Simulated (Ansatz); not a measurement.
## Ansatz (development build ahead of 0.2.0) run

```yaml
crystal:
  periodic: [false, false, false]
  atoms:
    - { symbol: F, position_ang: [7.0e-05, -0.38333, -1.19438] }
    - { symbol: H, position_ang: [0.00036, 0.45459, -0.79793] }
    - { symbol: F, position_ang: [-0.00065, 0.38496, 1.19437] }
    - { symbol: H, position_ang: [0.00048, -0.45509, 0.79775] }
basis:
  gaussian: { orbitals: cc-pVTZ }
hamiltonian:
  xc: hf
correlation:
  method: mp2
  frozen_orbitals: { F: 1, H: 0 }
```

The input is written out in the form of the current development build from the run's settings.

The run gave:

| Property | Result |
| --- | --- |
| Converged | yes |
| Reference energy | -200.11870 hartree |
| Correlation energy | -0.54759 hartree |
| Total energy | -200.66630 hartree |
| Spin squared of the determinant | 0.000 |
